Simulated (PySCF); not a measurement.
# Shieldings and the share of exact exchange

Molecule: `[PH3]=NC`, CH6NP.

Bonds (- single, = double, # triple, : aromatic): C1-N2 1.435 Å, N2=P3 1.556 Å. C1 carries H4, H5, H6; P3 carries H7, H8, H9.

GIAO shieldings (ppm, equivalent atoms averaged) in PySCF 2.14 on the PBE0-D3(BJ)/def2-SVP geometry, basis pcSseg-2, gas phase, non-relativistic:

```tsv
functional	exact exchange (%)	σ(C1)	σ(N2)
BLYP	0	137.0	228.4
BP86	0	141.8	237.5
PBE	0	142.1	238.4
PBE0	25	148.4	251.4
mPW1PW91	25	147.7	250.1
HF	100	159.3	271.6
```

Task: Fit each shielding as a line in the percentage of exact exchange.

Result: σ(C1) = 141.3 + 0.19 x (rms 2.2 ppm); σ(N2) = 237.0 + 0.37 x (rms 4.5 ppm). The functionals also differ in their semilocal parts, which the line can't hold; Hartree–Fock has no correlation at all.

Task: What does the line predict for B3LYP (20 %), and what does the run give?

Result: σ(C1): 145.1 predicted, 142.7 computed; σ(N2): 244.4 predicted, 240.4 computed ppm.
